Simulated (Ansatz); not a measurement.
System: bcc Na. Method: PBEsol (PAW; Ansatz, an electronic-structure program).

Numerical settings: plane-wave cutoff 500 eV, 24×24×24 k mesh, Fermi–Dirac smearing 0.1 eV, scalar-relativistic PAW data made under PBE.

Computed at the level's own relaxed cell.

### Question
Predict the volume per atom and lattice parameter a.

### Answer

volume per atom: 36.34 Å³/atom
lattice parameter a: 4.173 Å

Measured, for comparison: equilibrium volume per atom 37.42 Å³/atom (static lattice: zero-point anharmonic expansion removed; as tabulated in Mejia-Rodriguez and Trickey (2018), arXiv:1807.09216); lattice constant a 4.214 Å (static lattice: zero-point anharmonic expansion removed, our sources range from 4.207 to 4.214; as tabulated in Mejia-Rodriguez and Trickey (2018), arXiv:1807.09216). Computed (rounded) less measured: equilibrium volume per atom -2.9 %, lattice constant a -1.0 % (-0.8 % to -1.0 % over the range).

Computed values are for the static lattice.

It cost very roughly 22 core-seconds of CPU time.
